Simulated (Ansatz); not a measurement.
AlClO, SMILES `[O]=[Al][Cl]`, relaxed with RKS PBE0-D4/def2-TZVP in Ansatz 0.2.0 from a GFN2-xTB geometry. The force threshold is 0.005 eV/Å; the program also tests the step.

Total charge 0; spin multiplicity 1.

Start:

```xyz
3

O    -0.245    0.498   -1.623
Al   -0.021    0.043   -0.141
Cl    0.266   -0.542    1.764
```

Question: By how much does the energy fall, and how many steps does the optimiser take? (Best estimate.)

Answer: Ansatz gave: 3.49 kJ/mol, in 3 steps.

Question: Which bonds change most? (An estimate is asked.)

Answer: Computed: Al2–Cl3 from 2.014 to 2.059 Å; O1–Al2 from 1.566 to 1.592 Å.

Question: Give the relaxed structure. (Best estimate.)

Answer: The calculation gave: 
```xyz
3

O    -0.249    0.508   -1.654
Al   -0.022    0.045   -0.147
Cl    0.272   -0.553    1.801
```
